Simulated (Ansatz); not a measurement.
ammonia (SMILES N) moved off its minimum; all values from Ansatz (an electronic-structure program), cores frozen in correlated methods.
(charge 0, multiplicity 1)
```xyz
4

N      0.00417    -0.01404     0.13704
H     -0.62573    -0.77869    -0.32131
H     -0.33061     0.88315    -0.27615
H      0.96126    -0.07614    -0.32023
```

### Question
Give the forces (eV/Å), the total energy and the dipole at CCSD(T)/aug-cc-pVTZ.

### Answer

| atom | Fx | Fy | Fz |
|---|---|---|---|
| N1 | -0.146 | -0.563 | -2.071 |
| H2 | 1.657 | 1.763 | 0.899 |
| H3 | -0.032 | -0.816 | 0.485 |
| H4 | -1.479 | -0.384 | 0.688 |
Energy -56.4739 hartree, dipole 1.59 D.
